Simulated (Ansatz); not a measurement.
Results of r²SCANh (Ansatz, a program for electronic structure, plane waves, PAW) for hcp Co.

Numerical settings: plane-wave cutoff 500 eV, 18×18×10 k mesh (along the axes of the cell as run), Fermi–Dirac smearing 0.1 eV, spin-polarised with parallel moments, scalar-relativistic PAW data made under PBE.

Cell (relaxed with r²SCAN):

Co is taken in the hexagonal space group P6₃/mmc (No. 194), the hcp (Mg type) structure, Pearson symbol hP2. Lattice parameters: a = 2.4707 Å, b = 2.4707 Å, c = 4.0230 Å, α = 90.00°, β = 90.00°, γ = 120.00°. Co on 2c has 12 Co at 2.466–2.471 Å (anticuboctahedral). (Neighbours: up to the widest gap in distance over summed covalent radii, below 1.35, at either atom.)

### Question
Give the computed magnetic moment per atom (the cell's total over its atoms).

### Answer

- magnetic moment per atom (the cell's total over its atoms): 1.84 μB

Note: exact exchange on metals is sensitive to the k mesh and can open a false gap; the run warned that the count of filled bands differs between k points.

Moments are spin moments.

Static lattice: no zero-point or thermal effects.
